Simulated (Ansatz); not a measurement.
The input, for Ansatz 0.2.0:

```yaml
crystal:
  periodic: [false, false, false]
  atoms:
    - {symbol: In, position_ang: [0.000080, -0.018853, 0.001313]}
    - {symbol: H, position_ang: [-0.000753, 2.316843, -0.078828]}
    - {symbol: H, position_ang: [0.047211, -0.101186, -1.716235]}
    - {symbol: H, position_ang: [-0.055566, -0.068046, 1.645471]}
basis:
  gaussian: {orbitals: def2-SVP}
total_charge: 1
magnetization: {spin_polarized: false, initial_magnetization: 1}
correlation: {method: fci, electrons: outside_noble_gas}
```

```sh
$ ansatz run in.yaml --threads 1 --pin off --events-out ev --progress --plain --max-ram 2393MiB
```

Log:

```
874 factors; integrals over basis functions are off by at most 2.1e-7 eV
mean field evaluation 1: about -5185.2249 eV, gradient 8.1e0 eV
mean field evaluation 2: about -5185.2427 eV, gradient 8.2e0 eV
mean field evaluation 4: about -5186.1468 eV, gradient 4.6e-1 eV
mean field evaluation 8: about -5186.1481 eV, gradient 2.5e-2 eV
mean field -5186.14813561 eV, -190.5874286862 hartree, gradient 1.7e-6 eV, S^2 0.750000; 0 other end points of the search recorded, 0 dependent functions left out
mean field evaluation 16: about -5186.0057 eV, gradient 2.7e0 eV
9 core orbitals not correlated: weight in the atoms' cores, before any rotation towards them, 0.992 or more for the frozen orbitals, at most 0.005 for the correlated occupied ones
reference -5186.14813561 eV, -190.5874286862 hartree; 3, 2 occupied and 29, 30 virtual orbitals, 874 factors
state -5187.92469145 eV, -190.6527159093 hartree
Total energy: -5187.92469145 eV, -190.6527159093 hartree
```

Natural occupations: 1.9581 1.9392 1.0002 0.0459 0.0137 0.0102 0.0101 0.0053 0.0051 0.0039 0.0032 0.0010 0.0009 0.0009 0.0004 0.0004 0.0004 0.0003 0.0003 0.0002 0.0002 0.0001 0.0000 0.0000.

Ran on 1 thread of Intel Xeon 6975P-C, shared host: 9 s wall, 0.36 GiB peak host memory.
